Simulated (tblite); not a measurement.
C4H10P (charge +1).
Numbering: `[CH3:1][CH2:2][C@H:3]1[CH2:4][PH2+:5]1` (hydrogens: H6, H7, H8 on C1; H9, H10 on C2; H11 on C3; H12, H13 on C4; H14, H15 on P5)

A start from a force field or distance geometry was refined with GFN2-xTB geometry optimisation, gas phase in tblite. Values at the start:

| coordinate | start |
| --- | --- |
| C1–C2 | 1.498 Å |
| C1–H6 | 1.125 Å |
| C2–C3 | 1.504 Å |
| C2–H9 | 1.095 Å |
| C2–H10 | 1.112 Å |
| C3–C4 | 1.508 Å |
| C3–P5 | 1.782 Å |
| C3–H11 | 1.109 Å |
| C4–P5 | 1.802 Å |
| C4–H12 | 1.094 Å |
| C4–H13 | 1.123 Å |
| P5–H14 | 1.389 Å |
| P5–H15 | 1.409 Å |
| C1–C2–C3 | 115.0° |
| C2–C3–C4 | 113.9° |
| C2–C3–P5 | 123.1° |
| C3–C4–P5 | 64.4° |
| C3–P5–C4 | 49.7° |
| C4–C3–P5 | 65.8° |
| C1–C2–C3–C4 | -61° |
| C2–C3–C4–P5 | 117° |
| C2–C3–P5–C4 | -104° |

**Question.** How do these coordinates change at the GFN2-xTB level?

**Answer.** 
| coordinate | GFN2-xTB (Å or °) | change |
| --- | --- | --- |
| P5–H15 | 1.370 | -0.039 |
| C1–H6 | 1.086 | -0.039 |
| C4–H13 | 1.084 | -0.039 |
| C3–P5 | 1.818 | +0.036 |
| C1–C2 | 1.523 | +0.025 |
| C3–C4 | 1.532 | +0.024 |
| P5–H14 | 1.365 | -0.024 |
| C3–H11 | 1.089 | -0.020 |
| C2–H10 | 1.093 | -0.019 |
| C2–C3 | 1.514 | +0.010 |
| C4–H12 | 1.084 | -0.010 |
| C4–P5 | 1.796 | -0.006 |
| C2–H9 | 1.091 | -0.004 |
| C2–C3–C4 | 121.2 | +7.3 |
| C2–C3–P5 | 121.4 | -1.7 |
| C4–C3–P5 | 64.2 | -1.6 |
| C3–C4–P5 | 65.7 | +1.3 |
| C1–C2–C3 | 114.1 | -0.9 |
| C3–P5–C4 | 50.2 | +0.5 |
| C2–C3–P5–C4 | -112 | -8 |
| C2–C3–C4–P5 | 113 | -4 |
| C1–C2–C3–C4 | -57 | +4 |

The energy falls by 0.356 eV over 50 L-BFGS steps, the largest force on an atom goes from 1.98 to 0.009 eV/Å, and the atoms move by 0.270 Å rms after alignment. Among the bonds, C1–H6, C4–H13 and P5–H15 change most and about equally (-0.039 Å). Bonds longer at the end by more than 0.005 Å: 4 of 15; shorter: 10. Among the dihedrals that turn most is H7–C1–C2–C3, from -102° to -68°. Rotational constants go from 6712, 2874, 2536 to 6587, 2847, 2484 MHz.

Time: 0.19 s of wall time. Hardware: one thread, Arm Neoverse V2 (aarch64) (shared host).

Its GFN2-xTB frequencies are all real (lowest 95 cm⁻¹). 2 starts were optimised and ended at 0.00 and 0.30 kcal/mol (GFN2-xTB); the lowest of these is shown.

One conformer stands for the species.

All values are computed, not measured.
